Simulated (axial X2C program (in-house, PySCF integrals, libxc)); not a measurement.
## Bond lengths and stretching modes, held linear, of HAlH⁺

Calculated with an in-house all-electron X2C program for linear molecules (integrals from PySCF): two-component X2C with atomic mean-field Coulomb and Gaunt terms, Gaussian nuclei, basis H dyall-v3z, Al dyall-v3z with contracted cores. Spin-free rows use the one-electron spin-free X2C Hamiltonian.

Masses H 1.008, Al 26.982, H 1.008 u. States: 2c Ω = 0 (all partner blocks equally filled); spin-free M_S = 0, Λ = 0 (closed shell).

PBE0, 2c: energies above the lowest point

```
r(H–Al) (Å)  r(Al–H) (Å)  E (meV)
     1.5151       1.5151    24.15
     1.5151       1.5540    12.18
     1.5151       1.5928    23.30
     1.5540       1.5151    12.18
     1.5540       1.5540     0.00
     1.5540       1.5928    10.88
     1.5540       1.6317    41.52
     1.5928       1.5151    23.30
     1.5928       1.5540    10.88
     1.5928       1.5928    21.48
     1.6317       1.5540    41.52
     1.6317       1.6317    81.86
```

Fit a quadratic surface with cubic terms in each bond: where is the minimum, and what are the two stretching wavenumbers?

At PBE0, 2c: bonds 1.554 and 1.554 Å; harmonic stretches 2016.9 and 2115.5 cm⁻¹; force constants 2.44, 2.44 and coupling -0.03 mdyn/Å.

The other levels and Hamiltonians give:

```tsv
Hamiltonian	level	r(H–Al) (Å)	r(Al–H) (Å)	lower stretch (cm⁻¹)	upper stretch (cm⁻¹)
2c	HF	1.540	1.540	2123.7	2210.7
2c	r2SCAN	1.553	1.553	2016.1	2118.1
2c	MP2	1.543	1.543	2083.8	2176.2
spin-free	PBE0	1.554	1.554	2017.1	2115.7
spin-free	HF	1.540	1.540	2123.8	2210.8
spin-free	r2SCAN	1.553	1.553	2016.3	2118.2
spin-free	MP2	1.543	1.543	2084.0	2176.3
```

Each state is one determinant, the lowest of a limited PBE0 search; the stretches come from a fit to these few points and carry an uncertainty of a few per cent. Other orders of the atoms were not compared. MP2 freezes inner shells (threshold -2 hartree). The molecule was held linear; bending was not examined, so a bent shape may lie lower.
